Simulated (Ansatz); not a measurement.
Basis-set extrapolation for `C1CNCCN1` (PBE0-D4/def2-TZVP geometry, frozen core, Ansatz 0.2.0). Multiplicity 1, RHF reference.

```
                      def2-TZVPP   def2-QZVPP
                 HF  -266.274085  -266.286760
    MP2 correlation    -1.106040    -1.178631
CCSD(T) correlation    -1.201982      not run
```

Energies in hartree. Use E(X) = E(∞) + A·exp(−7.88·√X) for Hartree–Fock and E(X) = E(∞) + B·X^(−2.97) for correlation, with X = 3 and 4, and add CCSD(T) minus MP2 of the smaller set to the MP2 limit.

**Question.** What is the CCSD(T) energy at the basis-set limit?

**Answer.** HF limit: -266.286760 + (-0.012675) × 0.13774 = -266.28851. MP2 limit: -1.178631 + (-0.072591) × 0.74074 = -1.23240. Higher-order term: -1.201982 − (-1.106040) = -0.09594. Total: -267.61685 hartree, 369.6 kJ/mol below CCSD(T)/def2-TZVPP.
